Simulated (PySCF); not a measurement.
An unknown is described by computed data only.

Elements present: H and Si. Monoisotopic mass: 91.9934 u.

| Property | Result |
| --- | --- |
| Polarisability | 93.8 au [PBE0/def2-SVPD] |
| 1H NMR | chemical shifts (computed TMS as zero) by class: 3.63 (6 H), 3.45 (2 H) ppm [GIAO PBE0/pcSseg-1] |
| UV, first state | lowest singlet excitation: 6.79 eV (183 nm, f = 0.050) [TDDFT PBE0/def2-SVPD] |
| NMR, other nuclei | isotropic shieldings of nuclei other than C and H, by class: 457 (2 Si), 470 (1 Si) ppm [GIAO PBE0/pcSseg-1] |
| XPS | Si2p3/2 106.3, Si2p3/2 106.5 (×2), Si1s 1846.0, Si1s 1846.2 (×2) eV [ΔSCF SCAN, pcX-2 on the ionised atom, pcseg-1 elsewhere, spin-free X2C, 2p3/2 from a spin–orbit splitting computed afterwards within the 2p shell] |
| Valence photoelectron | vertical ionisation energy: 9.87 eV [ΔSCF PBE0/def2-SVPD] |
| Rotational structure | rotational constants A, B, C: 8.822, 2.043, 1.762 GHz [PBE0-D3(BJ)/def2-SVP] |
| Triplet | lowest triplet excitation (Tamm–Dancoff): 5.81 eV [TDA PBE0/def2-SVPD] |
| Dipole | 0.11 D [PBE0/def2-SVPD] |

The electronic properties come from PySCF, for the isolated species, density fitting. Levels stand in brackets. Isolated species at its PBE0-D3(BJ)/def2-SVP geometry, gas phase. Each NMR value is the plain mean over a class of atoms that symmetry, rotation or inversion makes alike.

Problem. Which formula fits the mass and the elements?

Solution. Si3H8 (calculated 91.9934). No other formula that holds each of these elements comes within 0.0003 u with a fitting electron parity and a possible valence count.

Problem. Propose a structure and show how it fits.

Solution. Numbering: `[SiH3:1][SiH2:2][SiH3:3]`. Its formula, Si3H8, gives 0 degrees of unsaturation, so no ring and no π bond. Hydrogen classes from least to most shielded: 6 H on 2 SiH3 silicons, Si1/Si3 (3.63 ppm), 2 H on an SiH2 silicon, Si2 (3.45 ppm). The other shieldings belong to: 457 ppm, SiH3 silicon [Si1/Si3]; 470 ppm, SiH2 silicon [Si2]. The core levels belong to: Si2p3/2 106.3 eV, SiH2 silicon [Si2]; Si2p3/2 106.5 eV, SiH3 silicon [Si1/Si3]; Si1s 1846.0 eV, SiH2 silicon [Si2]; Si1s 1846.2 eV, SiH3 silicon [Si1/Si3]. The first electron is taken from the HOMO, whose largest Löwdin shares are 0.33 on the SiH2 silicon, 0.22 on each of 2 atoms of one kind (SiH3 silicon) and 0.06 on an Si–H hydrogen. By its constants the optimised geometry is an asymmetric top. Structure: `[SiH2]([SiH3])[SiH3]`. The assignments are read from this structure; whether some other isomer fits the data as well wasn't checked.
